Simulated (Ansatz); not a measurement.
Two structures of BN$_{2}$H$_{9}$, closed shell, reached by relaxing down either side of one saddle point (PBE0-D4/def2-TZVP). Energies are electronic, without zero-point energy. Computed with Ansatz 0.2.0 (basis: def2-TZVPP and def2-QZVPP); correlated methods freeze the cores. Extrapolation: Hartree–Fock as exp(−7.88 √X), correlation as X^−2.97. First:

B1  (-1.196, -0.251, -0.806)
H2  (-0.458, -1.090, -1.289)
H3  (-2.369, -0.527, -0.944)
H4  (-0.932, 0.873, -1.193)
H5  (0.122, -0.015, 0.910)
N6  (-0.878, -0.252, 0.785)
H7  (1.460, 0.383, -0.718)
N8  (1.865, 0.442, 0.212)
H9  (-1.057, -1.160, 1.199)
H10  (-1.443, 0.431, 1.278)
H11  (2.247, 1.374, 0.318)
H12  (2.639, -0.209, 0.249)
(Å)

Second:

```csv
atom,x (Å),y (Å),z (Å)
B1,-2.0381,0.3090,-0.0032
H2,0.8873,-1.7958,-2.0484
H3,-1.6957,1.2060,-0.7240
H4,-3.1822,-0.0476,0.0454
H5,1.6387,1.6726,0.1778
N6,-1.0870,-0.3189,0.7776
H7,0.4349,-1.5121,-1.5253
N8,1.7903,0.6990,0.4136
H9,-0.1046,-0.0522,0.7774
H10,-1.3145,-1.0743,1.4020
H11,2.1569,0.2446,-0.4142
H12,2.5140,0.6697,1.1212
```

Q: Which bonds change from the first to the second?

A: BH₃ + NH₃ + NH₃ → BNH₄ ([BH2][NH2]) + NH₃ + H₂; bonds formed: H2–H7, H5–N8; dative contacts that become bonds: B1–N6; bonds broken: B1–H2, H5–N6, H7–N8.

Q: Give the saddle point's structure and its height above each. (An estimate is asked for; the value comes from the calculation.)

A: By the calculation: 1.502 eV above the first and 1.323 eV above the second (CCSD(T) at an estimated basis limit (MP2 extrapolated from triple and quadruple zeta, plus CCSD(T) − MP2 in triple zeta)).
```
12
angstrom
B -1.1018 -0.1199 -0.6405
H 0.0270 -0.5005 -1.2832
H -1.8039 -0.9528 -1.1712
H -1.2659 1.0115 -1.0419
H 0.9380 0.1839 0.8939
N -0.9352 -0.1988 0.8671
H 0.7411 -0.1108 -0.7533
N 1.6633 0.2881 0.1558
H -1.2583 -1.0676 1.2701
H -1.4239 0.5479 1.3407
H 1.9681 1.2467 0.0646
H 2.4514 -0.3275 0.2979
```

No T1 diagnostic of these runs exceeds 0.012.

The step is the kind of exchange with an N–H group that builds nitride films in atomic layer and chemical vapour deposition.

Labels in which every atom is bracketed show which atoms are joined, not bond orders.

For scale, one of the runs: CCSD(T)/def2-TZVPP, 219 basis functions, launched by `ansatz run in.yaml --threads 4 --pin off --events-out ev --progress --plain --max-ram 9574MiB`. Hardware: 4 CPU threads of an Arm Neoverse V1, shared host. Wall time 45 s; peak host memory 3.5 GiB.
